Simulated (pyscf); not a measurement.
H₂N–SnH(OH)–OH → HO–Sn:–OH [singlet] + NH₃, a 1,1-elimination (singlet surface; N–Sn, H–Sn broken, H–N formed). PySCF, gas phase, ωB97X-D3(BJ)/def2-SVP geometries. Energies in kcal/mol from the reactant's lowest minimum found.

Small-basis levels: PySCF, no dispersion term, spherical d functions. AM1 to PM7: differences of heats of formation from MOPAC, which are fitted to 298 K values and so differ in kind from electronic energies by zero-point and thermal terms. GFN2-xTB: tblite. Cost: rough CPU time at the saddle relative to B3LYP/6-31G*+LANL2DZ, from one job on a shared machine.

```csv
level,barrier,reaction energy,cost
HF/6-31G*+LANL2DZ,70.5,-4.1,0.2
MP2/6-31G*+LANL2DZ,56.4,-0.4,0.2
PBE/6-31G*+LANL2DZ,40.9,-3.8,2
B3LYP/LANL2DZ,45.5,-1.9,0.8
M06-2X/6-31G*+LANL2DZ,55.4,+4.2,2
B3LYP/6-311+G**+LANL2DZ,47.2,-7.5,2
B3LYP/def2-SVP,42.6,-16.3,2
GFN2-xTB,28.2,-46.7,under 0.02
AM1,43.8,-21.7,under 0.02
PM3,35.2,-19.7,under 0.02
PM6,42.5,-14.9,under 0.02
PM7,53.7,+12.9,under 0.02
ωB97M-D3(BJ)/def2-TZVP,48.8,-10.9,–
```

Against the last row the barrier runs from -20.6 (GFN2-xTB) to +21.7 kcal/mol (HF/6-31G*+LANL2DZ). ωB97M-D3(BJ)/def2-TZVP has limits of its own. On the product side the descent ends in an adduct with a N–Sn contact, 19.1 kcal/mol under the separated species and 76.1 kcal/mol under the saddle at ωB97X-D3(BJ)/def2-TZVP. What is counted as broken (N–Sn) persists as a longer contact in the product adduct; parting that adduct is a step of its own. At ωB97X-D3(BJ)/def2-TZVP the barrier from the zero used here is 51.4 kcal/mol. This is the saddle that the search found; another between the same sides may lie lower. In the def2 sets elements past Kr carry core potentials, without spin-orbit coupling.
